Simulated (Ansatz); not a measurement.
in.yaml

```yaml
crystal:
  periodic: [false, false, false]
  atoms:
    - {symbol: Ge, position_ang: [0.000000, 0.000000, 0.000000]}
    - {symbol: N, position_ang: [0.000000, 0.000000, 1.901100]}
basis:
  gaussian: {orbitals: cc-pVDZ}
total_charge: 1
magnetization: {spin_polarized: true, initial_magnetization: 2}
hamiltonian: {xc: {name: PBE0}}
correlation: {method: bccd_t, electrons: all}
```

```sh
$ ansatz run in.yaml --threads 1 --pin off --events-out ev --progress --plain --max-ram 2393MiB
```

The program prints:

```
465 factors; integrals over basis functions are off by at most 4.7e-4 eV
mean field evaluation 1: about -57964.3415 eV, gradient 5.7e1 eV
mean field evaluation 2: about -57964.3949 eV, gradient 5.7e1 eV
mean field evaluation 4: about -57982.2694 eV, gradient 1.8e1 eV
mean field evaluation 8: about -57985.4068 eV, gradient 2.7e-1 eV
mean field evaluation 16: about -57985.4303 eV, gradient 8.4e-3 eV
mean field evaluation 32: about -57985.8603 eV, gradient 2.4e0 eV
mean field evaluation 64: about -57985.8079 eV, gradient 7.4e-1 eV
mean field -57985.90486428 eV, -2130.9426995042 hartree, gradient 1.1e-6 eV, S^2 2.006394; 7 other end points of the search recorded, 0 dependent functions left out
reference -57943.85044541 eV, -2129.3972281164 hartree; 20, 18 occupied and 21, 23 virtual orbitals, 465 factors
second order -5.10756371 eV of doubles, -0.33936142 eV of singles
cycle   1  -5.62712961 eV  change   -1.9e-1 eV  update   8.6e-2
cycle   2  -5.82764290 eV  change   -2.0e-1 eV  update   3.2e-2
cycle   3  -5.91614713 eV  change   -8.9e-2 eV  update   1.5e-2
cycle   4  -5.91755336 eV  change   -1.4e-3 eV  update   4.1e-3
cycle   5  -5.91821220 eV  change   -6.6e-4 eV  update   2.1e-3
cycle   6  -5.91868817 eV  change   -4.8e-4 eV  update   9.8e-4
cycle   7  -5.91887940 eV  change   -1.9e-4 eV  update   3.6e-4
cycle   8  -5.91899763 eV  change   -1.2e-4 eV  update   1.6e-4
cycle   9  -5.91898426 eV  change    1.3e-5 eV  update   7.3e-5
cycle  10  -5.91898514 eV  change   -8.8e-7 eV  update   2.6e-5
perturbative correction -0.19601051 eV, -0.0072032535 hartree
Total energy: -57949.96544106 eV, -2129.6219500617 hartree
```

Ran on 1 thread of Arm Neoverse N1, shared host: 12 s wall, 0.19 GiB peak host memory.
